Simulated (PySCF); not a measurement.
C4H3N.
Numbering: `[CH:1]#[C:2][C:3]1=[N:4][CH2:5]1`

Structure used (GFN2-xTB), in Å, numbered top down from 1:
```xyz
8
C4H3N angstrom
C      2.3215   -0.0193   -0.0929
C      1.1284   -0.1735   -0.1603
C     -0.2356   -0.3165   -0.2156
N     -1.2358   -0.9643   -0.6339
C     -1.5264    0.2279    0.2035
H      3.3631    0.0962   -0.0455
H     -1.8787    0.0564    1.2126
H     -1.9274    1.1026   -0.2924
```

Definitions: NICS(0) = −σiso at the ring centroid; NICS(1) = −σiso and NICS(1)zz = −σzz at ±1 Å along the ring normal z. Level: GIAO PBE0/pcSseg-1 (PySCF, non-relativistic, gas phase) on the GFN2-xTB geometry, one conformer.

Ring bond lengths (Å), with Mayer bond orders in brackets: C3–N4 1.263 (1.79), N4–C5 1.486 (0.92), C5–C3 1.462 (1.01).

Q: Give the NICS values of each ring in ppm.

A: 
```tsv
ring	type	NICS(0)	NICS(1), two faces	NICS(1)zz, two faces	rms pucker (Å)	centre to ring atoms, mean (Å)
C3–N4–C5	3-membered ring with N; formal bonds 1 double, 2 single	-32.4	-8.9 / -8.9	-18.7 / -18.7	0.00	0.81
```

Q: What do they say, and how far can they be read as aromaticity?

A: 
- C3–N4–C5: mean NICS(1)zz -18.7 ppm, shielded. C5 has four or more neighbours, so the value isn't read as a sign of a π ring current. NICS(0) lies 24 ppm below the mean NICS(1).

Q: List the ring angles and the Hirshfeld charges of the ring atoms.

A: 
- C3–N4–C5: C3 65.6° (+0.085 e), N4 63.7° (-0.142 e), C5 50.7° (-0.055 e); sum 180.0° against 180° for a flat convex ring.

Time: 4.3 s; peak memory 0.44 GiB. Hardware: one thread of an Arm Neoverse V2, shared host with 96 logical CPUs at a one-minute load of 38. This is the whole shielding run at PBE0/pcSseg-1, SCF included.
